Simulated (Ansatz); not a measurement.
**O₂ (triplet): wB97M-V, B2PLYP over a scan of the distance O1–O2, 6-31G**

Aim: run O₂ (triplet) with these functionals over a scan of the distance O1–O2, and hold them against the top wave-function level at the same points.

The runs use Ansatz 0.2.0, Gaussian basis; 6-31G, all electrons in the functionals, frozen cores in the correlation of double hybrids and RPA.

The runs, in order: wB97M-V, B2PLYP, at 0.957 Å; 1.098 Å; 1.193 Å; 1.288 Å; 1.421 Å; 1.678 Å; 1.882 Å; 2.257 Å; 2.583 Å; 3.232 Å; 4.105 Å.

24 further runs of the same task are left out: 4 for a known fault of the program, 18 that didn't finish, 2 set aside as unsound or not needed.

## Step 1: What is computed

The geometry derives from a PBE0/def2-TZVP stationary point (not a proven minimum). One bond is set to the value named and the two fragments are kept rigid.

2 atoms, charge 0, spin multiplicity 3.

Atoms are counted from 1 here; the program's logs count them from 0.

Bond lengths: O1–O2 1.193 Å.

No dispersion term is added; wB97M-V holds VV10 nonlocal correlation.

The geometry shown and the zero of energy belong to the point 1.193 Å. The yardstick, FCI, and other wave-function levels (R restricted, U unrestricted, valence and pair active spaces) come from earlier runs.

## Step 2: wB97M-V, 0.957 Å

in.yaml reads:

```yaml
crystal:
  periodic: [false, false, false]
  atoms:
    - {symbol: O, position_ang: [0.000000, 0.000000, 0.000000]}
    - {symbol: O, position_ang: [0.000000, 0.000000, 0.957000]}
basis:
  gaussian: {orbitals: 6-31G}
magnetization: {spin_polarized: true, initial_magnetization: 2}
hamiltonian: {xc: {name: wB97M-V}}
output: {orbitals: {seedname: orbitals}}
```

The run is started by

```
> ansatz run in.yaml --threads 1 --pin off --events-out ev --progress --plain --max-ram 2393MiB
```

The runs that follow: wB97M-V, 1.098 Å; wB97M-V, 1.193 Å; wB97M-V, 1.288 Å; wB97M-V, 1.421 Å; wB97M-V, 1.678 Å; wB97M-V, 1.882 Å; wB97M-V, 2.257 Å; wB97M-V, 2.583 Å; wB97M-V, 3.232 Å; wB97M-V, 4.105 Å; B2PLYP, 0.957 Å; B2PLYP, 1.098 Å; B2PLYP, 1.193 Å; B2PLYP, 1.288 Å; B2PLYP, 1.421 Å; B2PLYP, 1.678 Å; B2PLYP, 1.882 Å; B2PLYP, 2.257 Å; B2PLYP, 2.583 Å; B2PLYP, 3.232 Å; B2PLYP, 4.105 Å.

Q: Predict the results of all the runs planned. Wanted: span of the FCI curve; largest miss, wB97M-V; largest miss, B2PLYP.

As calculated:

| quantity | value |
| --- | --- |
| span of the FCI curve | 6.517 eV |
| largest miss, wB97M-V | +1.988 eV (4.105 Å) |
| largest miss, B2PLYP | +1.709 eV (1.882 Å) |

Of the functionals, B2PLYP keep the smallest largest miss at the points compared (at most 1.709 eV) and wB97M-V strays most (1.988 eV, at 4.105 Å). wB97M-V, B2PLYP clearly break the spin symmetry at some points (⟨S²⟩ up to 1.00 above the pure value), so energy there is bought with a mixed spin. Functionals and the yardstick converge differently with the basis, so part of each miss in 6-31G is the basis.
